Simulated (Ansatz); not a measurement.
# C4H6O: the cost of one run

Method: the levels named in each step, in Ansatz 0.2.0.

**1. The starting structure**

Bond lengths: C1–C2 1.508 Å, C2–C3 1.508 Å, C2–C4 1.295 Å, C4–O5 1.169 Å, C1–H6 1.087 Å, C1–H7 1.090 Å, C1–H8 1.088 Å, C3–H9 1.087 Å, C3–H10 1.090 Å, C3–H11 1.092 Å. Angles (14 of 16 angles, heavy atoms first): C1–C2–C3 117.3°, C1–C2–C4 121.4°, C3–C2–C4 121.3°, C2–C4–O5 179.9°, C2–C1–H6 111.1°, C2–C1–H7 109.9°, C2–C1–H8 110.2°, C2–C3–H9 111.0°, C2–C3–H10 110.0°, C2–C3–H11 109.8°, H6–C1–H7 109.1°, H6–C1–H8 108.1°, H7–C1–H8 108.4°, H9–C3–H10 109.1°.

Coordinates:

```xyz
11

C     1.6161   -0.7098   -0.1328
C     0.1437   -0.3852   -0.1276
C    -0.8047   -1.4625   -0.5890
C    -0.2900    0.7726    0.2566
O    -0.6802    1.8186    0.6042
H     2.2038    0.1374    0.2100
H     1.8106   -1.5646    0.5149
H     1.9408   -0.9615   -1.1402
H    -1.8356   -1.1231   -0.5375
H    -0.5735   -1.7472   -1.6154
H    -0.6934   -2.3470    0.0415
```

**2. A rough first relaxation, PBE-D4/def2-SVP**

This run stands in another session on the same molecule. It ended at:

```xyz
11

C     1.6320   -0.6993   -0.1297
C     0.1491   -0.3979   -0.1320
C    -0.8212   -1.4652   -0.5896
C    -0.2959    0.7905    0.2631
O    -0.6912    1.8467    0.6144
H     2.2392    0.1560    0.2240
H     1.8563   -1.5677    0.5286
H     1.9821   -0.9617   -1.1526
H    -1.8749   -1.1287   -0.5461
H    -0.6067   -1.7689   -1.6382
H    -0.7313   -2.3762    0.0426
```

**3. Relaxation, r2SCAN-D4/def2-TZVPP**

input.yaml

```yaml
crystal:
  periodic: [false, false, false]
  atoms:
    - { symbol: C, position_ang: [1.63202908, -0.69933159, -0.12969024] }
    - { symbol: C, position_ang: [0.1491092, -0.3979147, -0.13200514] }
    - { symbol: C, position_ang: [-0.82116467, -1.465176, -0.58960486] }
    - { symbol: C, position_ang: [-0.29589263, 0.79053957, 0.26311874] }
    - { symbol: O, position_ang: [-0.6912122, 1.84672, 0.6143874] }
    - { symbol: H, position_ang: [2.23919376, 0.15603174, 0.22402052] }
    - { symbol: H, position_ang: [1.85628695, -1.56768903, 0.52864026] }
    - { symbol: H, position_ang: [1.98206929, -0.96173909, -1.15260196] }
    - { symbol: H, position_ang: [-1.87486948, -1.12869176, -0.54609856] }
    - { symbol: H, position_ang: [-0.60674079, -1.76887924, -1.63819096] }
    - { symbol: H, position_ang: [-0.73129851, -2.37616989, 0.04264481] }
basis:
  gaussian: { orbitals: def2-TZVPP }
hamiltonian:
  xc: r2scan
  dispersion: d4
relax:
  f_tol: 0.002
  max_steps: 150
```

Command:

```
$ ansatz run input.yaml --threads 4 --pin off --max-ram 10240MiB --backend cpu --events-out ev --progress --plain --runs-dir out
```

Q: Estimate wall time and peak memory on 4 threads of Arm Neoverse V2, shared host.

About 21 s, with a peak of 0.3 GiB.
